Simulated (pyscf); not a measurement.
This saddle point was located with ωB97X-D3(BJ)/def2-SVP in PySCF.

```xyz
12

C     -2.3918     1.6164    -0.1304
In    -0.8405     0.1836     0.1771
C     -0.1527    -1.7094    -0.5280
H     -3.1705     1.2454    -0.8120
H     -2.8479     1.8608     0.8406
H     -1.9587     2.5366    -0.5506
H      0.7866     1.1945     0.8287
H      0.2352    -2.2873     0.3236
H      0.6666    -1.5574    -1.2471
H     -0.9526    -2.2810    -1.0201
F     -0.3866     0.2305     2.3544
H      0.3965     0.8302     1.7037
```

Surface: singlet, charge 0. Lowest wavenumbers (cm⁻¹): 929i, 33, 38, 118, 120.

Q: What reaction is this the transition state of?

A: H₃C–InH–CH₃ + HF ⇌ H₃C–In(CH₃)–F + H₂, a four-centre exchange read from left to right: H–In, F–H broken and F–In, H–H formed. At ωB97M-D3(BJ)/def2-TZVP it lies +0.7 kcal/mol from the left side and +18.6 kcal/mol from the right (each side as separated species at their lowest minima found). On the reactant side the descent ends in a complex, 7.5 kcal/mol under the separated species and 6.5 kcal/mol under the saddle at ωB97X-D3(BJ)/def2-TZVP. At the saddle there is also a short H–In contact that neither side keeps. This is the saddle that the search found; another between the same sides may lie lower. Elements past Kr carry the def2 core potentials, without spin-orbit coupling.
